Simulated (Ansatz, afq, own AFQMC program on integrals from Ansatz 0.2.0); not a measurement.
AFQMC on a folder of integrals that Ansatz 0.2.0 wrote.

```yaml
crystal:
  periodic: [false, false, false]
  atoms:
    - {symbol: Al, position_ang: [0.000000, 0.000000, 0.000000]}
basis:
  gaussian: {orbitals: cc-pVQZ}
magnetization: {spin_polarized: true, initial_magnetization: 1}
correlation: {method: ccsd_t, electrons: outside_noble_gas, hamiltonian_folder: ham}
```

```sh
$ ansatz run in.yaml --threads 1 --pin off --events-out ev --progress --plain --max-ram 1843MiB
```

Options of the walk:

```
--method free --trial cisd --walkers 60 --time-step 0.03 --max-blocks 80 --target-error 0.00021 --factor-cut 1e-05 --seed 8102 --times 0,0.3,0.6,1.2,1.8,2.4,3.6,4.8,6 --taylor-order 8
```

Times are imaginary, in 1/Eh. The walk had a cap of 1876 s.

Log:

```
orbitals 54  electrons 2 1  factors 350 of 354
reference energy -241.88041280 Eh
CCSD correlation -0.05198810 Eh in 10 cycles, weight of the determinant in the CISD state 0.9310
repeat  energy at the last time / Eh  error
    10  -241.934133  0.000174
    20  -241.934194  0.000135
    30  -241.934200  0.000105
time / (1/Eh)  energy / Eh  error  mean overlap
  0.00  -241.932401  0.000002  1.0744
  0.30  -241.933024  0.000022  1.0762
  0.60  -241.933429  0.000029  1.0717
  1.20  -241.933766  0.000048  1.0785
  1.80  -241.933973  0.000057  1.0833
  2.40  -241.934031  0.000067  1.0757
  3.60  -241.934099  0.000075  1.0570
  4.80  -241.934235  0.000121  1.0318
  6.00  -241.934209  0.000102  1.0328
energy -241.934209 +/- 0.000102 Eh
```

The run passed its tests (error under three times the target), which doesn't prove that it has relaxed.

Against this walk (error 2.8 meV) on the same determinant: CCSD(T) 14.6 meV higher, full CI 2.1 meV higher (within the noise). The error is statistical, and a free projection of finite length keeps a remainder of its start.

Cautions: remainder of the start not in the error.

The walk took 110 s on 1 thread of Arm Neoverse V1, with other jobs on the host. The log's last line is the free-projection energy.

A walk keeps the symmetry of its determinant, which the program's search chose and which needn't be the lowest solution, so a lower state of the same spin and another symmetry isn't excluded.
